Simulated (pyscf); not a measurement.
Optimised with ωB97X-D3(BJ)/def2-SVP in PySCF. Correlated levels are frozen-core, on RHF or UHF. ΔMP2 is the change of the MP2 total energy from the triple- to the quadruple-zeta basis.

What is the homolytic dissociation enthalpy (298 K, CCSD(T)/def2-TZVPP + ΔMP2(QZVPP)) of the Al–F bond of `[NH2][AlH][F]`, to [H₂N–AlH]• + F•?

Al–F to [H₂N–AlH]• + F•: 6.93 eV. The radicals are drawn with the spin at the cut bond; how far it spreads was not checked. Other isomers of [H₂N–AlH]• were not searched in full and may lie lower. The CCSD(T) − MP2 part came from Ansatz, without density fitting, on the same reference. Left out: the spin-orbit lowering of F.
